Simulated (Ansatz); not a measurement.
## HBSi, singlet: the ladder up to full CI

Geometry: a point of a breathe scan, not a stationary point.

| atom | x (Å) | y (Å) | z (Å) |
| --- | --- | --- | --- |
| Si | 0.0000 | 0.0000 | 1.4780 |
| B | 0.0000 | 0.0000 | -0.2106 |
| H | 0.0000 | 0.0000 | -1.2673 |

Basis 6-31G; Ansatz 0.2.0. Correlated methods freeze the noble-gas cores, which leaves 8 electrons in 18 orbitals. R marks a restricted (for open shells ROHF) determinant, U an unrestricted one. Active spaces: valence = (8e, 9o) chosen from the atoms' valence shells; pair = (2e, 2o) about the gap.

Full CI is exact within this basis and frozen core; it isn't the basis-set limit. The frozen core follows each run's orbitals, which can shift R against U totals by a few meV.

The determinant fills πx and πy unequally, so it is a mixture of Σ and Δ, which weighs on every level built on one determinant.

RHF is unstable: UHF (⟨S²⟩ = 1.00) lies 0.80 eV below the lowest RHF solution. Higher spins weren't run at this geometry and may lie near or lower.

- UHF ⟨S²⟩: 1.000
- T1 diagnostic (RCCSD): 0.0109
- largest doubles amplitude (RCCSD): 0.153

```tsv
level	E − E(full CI) (meV)	share of correlation (%)	wall time
RHF	3041	0.00	–
UHF†	2243	–	–
RMP2	884	70.92	–
UMP2†	300	–	–
CISD	357	88.26	1.5 s
RCCSD	181	94.05	–
UCCSD*†	-395	–	–
RCCSD(T)	105	96.56	2.5 s
UCCSD(T)*†	-540	–	13 s
BCCD(T)	105	96.55	2.2 s
RCCSDT*	44	98.56	–
UCCSDT*†	-716	–	–
CISDTQ	35	98.83	4.4 s
RCCSDT(Q)*	7	99.77	3.9 s
UCCSDT(Q)*†	-745	–	18 s
RCCSDTQ*	2	99.95	21 s
UCCSDTQ*†	-738	–	96 s
CASSCF (valence space)	816	73.18	–
NEVPT2 (valence space)	249	91.82	14 s
MRCISD (valence space)	20	99.33	–
MRCISD+Q (valence space)	3	99.89	22 s
```

An asterisk marks runs whose energy the program itself flagged as in doubt. A dagger marks rows that describe another state than the reference (another or a broken symmetry, a higher spin or other natural occupations), so the difference holds a gap between states beside the method's error.

The correlation energy at full CI, counted from RHF, is -3.041 eV. That run took 44 s on 1 thread of Intel Xeon, shared host over 2,341,648 determinants.

Run but not shown, since their state, orbitals or frozen core can't be matched to the reference's or they repeat it: CASSCF (pair space), NEVPT2 (pair space).

Times hold each run's SCF and search for its determinant on a shared host, so for small cases they say little of a method's own cost; they ran on 1 thread of Intel Xeon. Some runs computed forces too.

Unrestricted levels hold only the spin's projection, and here they fall towards a lower state of higher spin.

The full-CI state has the irrep A1 of C2v, in the program's axes (one component, if the state is degenerate).

Natural occupations of full CI about the gap: 1.975 1.971 1.940 0.978 0.961 0.053 0.052 0.024 0.014 0.009; effectively unpaired electrons, Σ n²(2−n)², 2.04. No single determinant describes this state well, so single-reference rows can miss without a flag.
